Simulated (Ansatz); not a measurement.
in.yaml

```yaml
crystal:
  periodic: [false, false, false]
  atoms:
    - {symbol: Hf, position_ang: [0.000000, 0.000000, 0.000000]}
    - {symbol: N, position_ang: [0.000000, 0.000000, 1.716545]}
basis:
  gaussian: {orbitals: def2-SVP}
magnetization: {spin_polarized: false, initial_magnetization: 3}
correlation: {active_space: {ras: {orbitals: [3, 3, 35], electrons: 29, max_holes: 2, max_particles: 2}, fixed_orbitals: true}}
output: {forces: true}
```

```sh
$ ansatz run in.yaml --threads 1 --pin off --events-out ev --progress --plain --max-ram 2393MiB
```

(1) One thing in this input was set wrong on purpose, beside settings that are merely unusual. What is the gravest fault, and what does the program do?

Answers

(1) Electron count of the space is wrong. How the run ends: stopped by an error.
```
464 factors; integrals over basis functions are off by at most 8.2e-4 eV
mean field evaluation 1: about -2763.1758 eV, gradient 3.7e1 eV
mean field evaluation 2: about -2763.1851 eV, gradient 3.7e1 eV
mean field evaluation 4: about -2767.2679 eV, gradient 3.5e0 eV
mean field evaluation 8: about -2767.4439 eV, gradient 5.6e-1 eV
mean field evaluation 16: about -2763.0228 eV, gradient 2.5e1 eV
mean field evaluation 32: about -2765.5610 eV, gradient 1.2e-1 eV
mean field evaluation 64: about -2767.4460 eV, gradient 8.5e-2 eV
mean field evaluation 96: about -2767.4469 eV, gradient 2.9e-6 eV
mean field evaluation 128: about -2766.4270 eV, gradient 4.3e-6 eV
mean field evaluation 160: about -2763.4106 eV, gradient 7.7e-1 eV
mean field evaluation 192: about -2767.0964 eV, gradient 3.5e-6 eV
mean field -2767.44693957 eV, -101.7017991864 hartree, gradient 2.3e-6 eV, S^2 3.750000; 16 other end points of the search recorded, 0 dependent functions left out
reference -2767.44693957 eV, -101.7017991864 hartree; 11, 8 occupied and 35, 38 virtual orbitals, 464 factors
Error: 29 electrons in 41 orbitals form no window around the highest filled level of the reference
```
